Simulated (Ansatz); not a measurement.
```yaml
crystal:
  periodic: [false, false, false]
  atoms:
    - {symbol: C, position_ang: [-1.672923, -0.648680, -0.164289]}
    - {symbol: C, position_ang: [-0.573878, -0.276243, 0.487962]}
    - {symbol: C, position_ang: [0.640228, 0.249703, -0.122779]}
    - {symbol: C, position_ang: [1.638891, 0.749247, 0.609422]}
    - {symbol: O, position_ang: [0.730162, 0.251752, -1.476462]}
    - {symbol: H, position_ang: [-2.531556, -1.041747, 0.364580]}
    - {symbol: H, position_ang: [-1.782290, -0.559112, -1.241253]}
    - {symbol: H, position_ang: [-0.540821, -0.356805, 1.569517]}
    - {symbol: H, position_ang: [1.551598, 0.786627, 1.685654]}
    - {symbol: H, position_ang: [2.533449, 1.139318, 0.142978]}
    - {symbol: H, position_ang: [0.072341, -0.351061, -1.834630]}
basis:
  gaussian: {orbitals: STO-3G, final_grid: {core_spheres: 20, valence_spheres: 16, degree: 47}, nuclear_model: gaussian}
magnetization: {spin_polarized: true, initial_magnetization: 1}
hamiltonian: {xc: {name: BHLYP}}
scf: {lower_state_search: full}
output: {forces: true}
```

```sh
$ ansatz run in.yaml --threads 4 --pin off --events-out ev --progress --plain --max-ram 10444MiB
```

(1) How does Ansatz answer? (An estimate is asked.)

## Answers

(1) Computed: The program refused the input.
```
Error: a molecule whose nuclei and cores have a total charge of 38 cannot have a net charge of 0 together with 1 unpaired electrons
```
